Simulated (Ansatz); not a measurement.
# [Br···H···SiH], doublet in cc-pVDZ: errors against UCCSDT(Q)

Geometry: a point of a hydrogen-transfer path between rigid fragments, not a stationary point.

```xyz
4

Br   -2.0826    0.3699    0.0000
H    -0.5626    0.3699    0.0000
Si    1.1244    0.3699    0.0000
H     1.5208   -1.1096    0.0000
```

Basis cc-pVDZ; Ansatz 0.2.0. Correlated methods freeze the noble-gas cores and the filled d shells of p-block atoms, which leaves 13 electrons in 36 orbitals. R marks a restricted (for open shells ROHF) determinant, U an unrestricted one. Active spaces: valence = (13e, 10o) chosen from the atoms' valence shells. No spin–orbit coupling is included, and no scalar relativity.

Full CI isn't at hand for all of this; UCCSDT(Q) serves as the reference, and is uncertain by about the last step of the cluster series. The frozen core follows each run's orbitals, which can shift R against U totals by a few meV for light atoms and by up to 0.1 eV past Ca.

The UHF ⟨S²⟩ is 0.951 and the ⟨S²⟩ of the determinant under UCCSD is 0.791. The T1 diagnostic (RCCSD) is 0.0199 and the largest doubles amplitude (RCCSD) is 0.060. The T1 diagnostic (UCCSD) is 0.0167.

From what is known of these methods and the diagnostics, rank them by the size of their error in total energy against UCCSDT(Q) in cc-pVDZ, smallest first (an estimate: the text doesn't fix the numbers).
A. UMP2
B. UCCSDT
C. UCCSD(T)
D. UCCSD

B (0.28 kcal/mol), C (0.90 kcal/mol), D (4.27 kcal/mol), A (27.61 kcal/mol).

All errors are against UCCSDT(Q) in cc-pVDZ. Within each family the higher level lies nearer, as is usual though not guaranteed.

Natural occupations of CASSCF (valence space) about the gap: 1.999 1.980 1.974 1.922 1.001 0.069 0.030 0.027; effectively unpaired electrons, Σ n²(2−n)², 1.05.
